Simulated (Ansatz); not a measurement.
in.yaml

```yaml
crystal:
  periodic: [false, false, false]
  atoms:
    - {symbol: O, position_ang: [0.000000, 0.000000, 0.000000]}
    - {symbol: P, position_ang: [0.000000, 0.000000, 1.372000]}
basis:
  gaussian: {orbitals: 6-31G}
magnetization: {spin_polarized: true, initial_magnetization: 3}
hamiltonian: {xc: {name: B3LYP}}
```

```sh
$ ansatz run in.yaml --threads 1 --pin off --events-out ev --progress --plain --max-ram 2393MiB
```

**Question.** Roughly how long does this take on 1 thread of Arm Neoverse V1, shared host, and how much host memory?

**Answer.** 0.69 s wall and 0.07 GiB.

```
216 factors; integrals over basis functions are off by at most 1.3e-4 eV
mean field evaluation 1: about -11321.7047 eV, gradient 3.4e1 eV
mean field evaluation 2: about -11296.0937 eV, gradient 7.9e1 eV
mean field evaluation 4: about -11326.2462 eV, gradient 2.8e0 eV
mean field evaluation 8: about -11326.3256 eV, gradient 2.2e-2 eV
mean field evaluation 16: about -11326.3256 eV, gradient 4.7e-5 eV
mean field -11326.32559850 eV, -416.2347884857 hartree, gradient 1.2e-5 eV, S^2 3.754597; 1 other end points of the search recorded, 0 dependent functions left out
reference -11326.32574774 eV, -416.2347939703 hartree; 13, 10 occupied and 9, 12 virtual orbitals, 216 factors
Total energy: -11326.32574774 eV, -416.2347939703 hartree
```
